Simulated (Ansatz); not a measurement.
`CC(F)S` → `[CH2]` (triplet) + `FCS` at 400 K and 1 bar (formal loss of a carbene).

Calculated with Ansatz (gas phase, PBE0-D4/def2-TZVP geometries, no zero-point term in ΔE). CBS: MP2 limit from def2 TZ/QZ plus the TZ coupled-cluster correction, frozen cores. This one scheme is used for every species. Triplets are unrestricted, without spin–orbit coupling. Each species was taken in one conformer, which may not be the lowest.

| species | CCSD(T)/CBS energy (Eh) | H − E (kJ/mol) | S (J/(mol·K)) |
| --- | --- | --- | --- |
| `CC(F)S` | -576.67585 | 202.1 | 326.6 |
| `[CH2]` (triplet) | -39.09499 | 59.0 | 205.7 |
| `FCS` | -537.40796 | 122.9 | 289.8 |

H − E and S are ideal-gas, rigid-rotor, harmonic terms from PBE0-D4/def2-TZVP, for one conformer and one mirror image of each species, with the whole ground term of open shells counted as degenerate. 1 Eh = 2625.50 kJ/mol, R = 8.31446 J/(mol·K).

**Question.** By hand: ΔE, ΔH, ΔS and ΔG.

**Answer.** ΔE = (-39.09499) + (-537.40796) − (-576.67585) = 0.17290 Eh = 453.9 kJ/mol. Δ(H − E) = 59.0 + 122.9 − 202.1 = -20.2, so ΔH = 433.7 kJ/mol. ΔS = 205.7 + 289.8 − 326.6 = 168.9 J/(mol·K). ΔG = 433.7 − 400 × (168.9)/1000 = 366.1 kJ/mol.

**Question.** By hand: the equilibrium constant, and the temperature at which ΔG would vanish if ΔH and ΔS stayed fixed.

**Answer.** log₁₀ K = −ΔG/(RT ln 10) = -47.8. ΔG = 0 at ΔH/ΔS = 2568 K, far beyond where these terms or the molecules hold.

The number of gas molecules changes by +1, which sets the sign of ΔS. A doubt of 5 kJ/mol in ΔE shifts log₁₀ K by 0.7 here. Other conformers and mirror images would add mixing entropy, several J/(mol·K) or more a flexible species. A triplet takes part, so the spin changes. These are equilibria of isolated gas molecules and say nothing of rates. Largest T1 diagnostic: 0.011 (customary marks: 0.02 for closed shells, 0.045 for open ones).
